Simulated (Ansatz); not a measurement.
Reaction (isomerisation): `CCSCS` → `CCSSC`

Calculated with Ansatz (gas phase, PBE0-D4/def2-TZVP geometries, no zero-point term in ΔE). CBS: MP2 limit from def2 TZ/QZ plus the TZ coupled-cluster correction, frozen cores. Functionals use def2-TZVPP. B3LYP here is the variant with VWN-RPA as its local correlation; programs differ in this. Each species was taken in one conformer, which may not be the lowest.

CCSD(T)/CBS gives -36.1 kJ/mol.

Question: Another level gave -31.9 kJ/mol. Which?
A. CCSD(T)/def2-TZVPP
B. B3LYP/def2-TZVPP
C. ωB97X-V/def2-TZVPP
D. PBE-D4/def2-TZVPP

Answer: A. CCSD(T)/def2-TZVPP -31.9, B3LYP -41.8, ωB97X-V -36.3, PBE-D4 -46.4 kJ/mol.

Largest T1 diagnostic among the species: 0.011.

From PBE to PBE0 (25 % exact exchange), in def2-TZVPP and without D4, ΔE moves by +3.9 kJ/mol.
